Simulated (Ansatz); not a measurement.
# BNH (quartet): wB97M-V, B2PLYP over a scan of the distance B1–H3, cc-pVDZ

How well do these functionals follow the top wave-function level for BNH (quartet) over a scan of the distance B1–H3?

Program: Ansatz 0.2.0, Gaussian basis. Level of theory: cc-pVDZ, all electrons in the functionals, frozen cores in the correlation of double hybrids and RPA. These are calculated values, not measurements.

The runs, in order: wB97M-V, B2PLYP, at 0.951 Å; 1.061 Å; 1.206 Å; 1.319 Å; 1.460 Å; 1.653 Å; 1.898 Å; 2.188 Å; 2.645 Å; 3.232 Å; 4.040 Å.

19 further runs of the same task are left out: 2 for a known fault of the program, 1 for a mislabelled method, 14 that didn't finish, 2 set aside as unsound or not needed.

## Step 1: The geometry

The geometry derives from a PBE0/def2-TZVP stationary point (not a proven minimum). One bond is set to the value named and the two fragments are kept rigid.

3 atoms, charge 0, spin multiplicity 4.

Atoms are counted from 1 here; the program's logs count them from 0.

Bond lengths: B1–N2 1.503 Å, B1–H3 1.206 Å. Angles: N2–B1–H3 117.0°.

Geometry (Å):

```xyz
3

B     0.0000   -0.1852    0.7730
N     0.0000    0.0874   -0.7050
H     0.0000    0.7718    1.5065
```

No dispersion term is added; wB97M-V holds VV10 nonlocal correlation.

The geometry shown and the zero of energy belong to the point 1.206 Å. The yardstick, UCCSDT(Q), and other wave-function levels (R restricted, U unrestricted, valence and pair active spaces) come from earlier runs.

## Step 2: wB97M-V, 0.951 Å

File in.yaml:

```yaml
crystal:
  periodic: [false, false, false]
  atoms:
    - {symbol: B, position_ang: [0.000000, -0.177334, 0.779019]}
    - {symbol: N, position_ang: [0.000000, 0.095319, -0.698970]}
    - {symbol: H, position_ang: [0.000000, 0.577479, 1.357515]}
basis:
  gaussian: {orbitals: cc-pVDZ}
magnetization: {spin_polarized: true, initial_magnetization: 3}
hamiltonian: {xc: {name: wB97M-V}}
output: {orbitals: {seedname: orbitals}}
```

On the command line:

```sh
ansatz run in.yaml --threads 1 --pin off --events-out ev --progress --plain --max-ram 2393MiB
```

The runs that follow: wB97M-V, 1.061 Å; wB97M-V, 1.206 Å; wB97M-V, 1.319 Å; wB97M-V, 1.460 Å; wB97M-V, 1.653 Å; wB97M-V, 1.898 Å; wB97M-V, 2.188 Å; wB97M-V, 2.645 Å; wB97M-V, 3.232 Å; wB97M-V, 4.040 Å; B2PLYP, 0.951 Å; B2PLYP, 1.061 Å; B2PLYP, 1.206 Å; B2PLYP, 1.319 Å; B2PLYP, 1.460 Å; B2PLYP, 1.653 Å; B2PLYP, 1.898 Å; B2PLYP, 2.188 Å; B2PLYP, 2.645 Å; B2PLYP, 3.232 Å; B2PLYP, 4.040 Å.

**Question.** What will the summary of the whole plan be? Wanted: span of the UCCSDT(Q) curve; largest miss, wB97M-V; largest miss, B2PLYP.

The runs gave:

```
                   quantity                     value
span of the UCCSDT(Q) curve             47.5 kcal/mol
      largest miss, wB97M-V   +9.4 kcal/mol (3.232 Å)
       largest miss, B2PLYP  +13.1 kcal/mol (4.040 Å)
```

What this shows: Of the functionals, wB97M-V keep the smallest largest miss at the points compared (at most 9.4 kcal/mol) and B2PLYP strays most (13.1 kcal/mol, at 4.040 Å). Functionals and the yardstick converge differently with the basis, so part of each miss in cc-pVDZ is the basis.
